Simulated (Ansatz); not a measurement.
## Cost against result

Saddle point of SiNH₆Cl, closed shell (SiNH₅ ([NH2][SiH3]) + HCl → SiH₃Cl ([SiH3][Cl]) + NH₃; bonds formed: Si1–Cl7, N2–H6; bonds broken: Si1–N2, H6–Cl7), PBE0-D4/def2-TZVP structure:

Si1  (-0.215, -0.060, -0.910)
N2  (0.023, -0.419, 0.903)
H3  (-1.267, 0.945, -1.112)
H4  (1.078, 0.013, -1.604)
H5  (-0.819, -1.380, -1.291)
H6  (0.461, 0.538, 1.166)
Cl7  (0.928, 2.143, 0.366)
H8  (0.659, -1.191, 1.082)
H9  (-0.847, -0.588, 1.399)
(Å)

Barriers are electronic and count from the start structure reached by relaxing down the imaginary mode.

Computed with Ansatz 0.2.0 (basis: as named in each row); correlated methods freeze the cores. B3LYP uses VWN-RPA correlation. Extrapolation: Hartree–Fock as exp(−7.88 √X), correlation as X^−2.97.

Times are rough, for one single point on 2 threads of a shared host (Arm Neoverse V1).

The estimate by CCSD(T) at an estimated basis limit (MP2 extrapolated from triple and quadruple zeta, plus CCSD(T) − MP2 in triple zeta) is 7.24 kcal/mol.

```
      method       basis  time (s)  barrier (kcal/mol)  method less estimate
       SPW92  def2-TZVPP         1                3.06                 -4.17
      PBE-D4  def2-TZVPP         2                6.18                 -1.06
     BLYP-D4  def2-TZVPP         2                8.23                  0.99
    B3LYP-D4  def2-TZVPP         3                8.11                  0.88
    BHLYP-D4  def2-TZVPP         4                7.96                  0.72
CAM-B3LYP-D4  def2-TZVPP         4                8.37                  1.13
     PBE0-D4  def2-TZVPP         4                6.27                 -0.97
   r2SCAN-D4  def2-TZVPP         5                6.61                 -0.63
  RPA on PBE  def2-TZVPP         6               10.63                  3.39
    PBE-QIDH  def2-TZVPP         6                6.97                 -0.26
  r2SCAN0-D4  def2-TZVPP         6                6.48                 -0.75
      B2PLYP  def2-TZVPP         6                8.82                  1.58
     wB97X-V  def2-TZVPP        10                7.64                  0.41
      B97M-V  def2-TZVPP        10                8.26                  1.02
     wB97M-V  def2-TZVPP        11                6.76                 -0.48
         MP2  def2-QZVPP        24                7.39                  0.15
     CCSD(T)  def2-TZVPP        61                9.23                  1.99
```

All methods are single points on the PBE0-D4 structures.

The T1 diagnostic stays at or below 0.010.

Hydrogen chloride, the by-product of chloride precursors, can attack films and sites by steps of this kind.

Labels in which every atom is bracketed show which atoms are joined, not bond orders.
